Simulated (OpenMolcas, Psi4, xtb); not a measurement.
## [CF3]+ (SMILES F[C+](F)F): the HOMO–LUMO gap, rung by rung

[CF3]+: 4 atoms, total charge +1, spin state singlet. As SMILES, `F[C+](F)F`. The coordinates come from a PBE0-D4/def2-TZVP relaxation.

Quantity: the HOMO–LUMO gap, in eV. The values are calculated.

```tsv
level	kind	program	value (eV)	CPU time
GFN0-xTB	semi-empirical	xtb	4.77	under 2 s
HF/def2-SVPD	Hartree–Fock	OpenMolcas	22.43	26 s
SVWN5/def2-SVPD	LDA	OpenMolcas	7.64	48 s
revPBE/def2-SVPD	GGA	OpenMolcas	7.81	61 s
r2SCAN/def2-SVPD	meta-GGA	OpenMolcas	8.71	74 s
M06-2X/def2-SVPD	hybrid meta-GGA	OpenMolcas	14.81	75 s
wB97X-V/def2-SVPD	range-separated hybrid	Psi4	16.51	81 s
B2PLYP/def2-SVPD	double hybrid	OpenMolcas	15.39	44 s
```

The values span 4.77 to 22.43 eV. Orbital gaps aren't excitation energies, and those of double hybrids come from the SCF part alone; they tend to grow with the share of exact exchange. CPU times are rough (shared hosts, several kinds of processor and program).
